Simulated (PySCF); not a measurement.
# XPS shifts beside NMR shieldings

Compound: C₃H₇NO.
Cartesian coordinates in Å at the PBE0-D3(BJ)/def2-SVP level; atoms count from 1:
```xyz
12
C3H7NO angstrom
C     -1.4022   -0.2736   -0.5620
C     -0.4794    0.5563    0.3164
N      0.9135    0.4652   -0.0616
C      1.7437   -0.4664    0.4668
O      1.4357   -1.2644    1.3221
H     -1.3462    0.0398   -1.6164
H     -1.1285   -1.3374   -0.5036
H     -2.4475   -0.1710   -0.2329
H     -0.5447    0.2095    1.3583
H     -0.7760    1.6173    0.3039
H      1.2605    1.0370   -0.8207
H      2.7711   -0.4123    0.0297
```

Binding energies: delta-SCF UKS SCAN, pcX-2 on the ionised atom, pcseg-1 elsewhere, spin-free X2C in PySCF. Shieldings: GIAO B97-2/pcSseg-2, non-relativistic, same geometry.

```csv
atom,C 1s (eV)
C1,290.85
C2,291.98
C4,293.69
```

Question: What are the absolute isotropic shieldings of these atoms?

Answer: 
```
atom                   environment  C 1s (eV)  isotropic shielding (ppm)
  C1                 methyl carbon     290.85                      164.9
  C2  sp3 carbon bound to nitrogen     291.98                      147.7
  C4         amide carbonyl carbon     293.69                       21.7
```

Question: Among the listed atoms, is the one with the highest binding energy also the least shielded?

Answer: Yes: C4 has both (293.69 eV, 21.7 ppm).

By binding energy: C1 < C2 < C4. By shielding: C4 < C2 < C1.

One conformer (not necessarily the lowest) at the PBE0-D3(BJ)/def2-SVP geometry, without solvent, vibrations or thermal averaging.
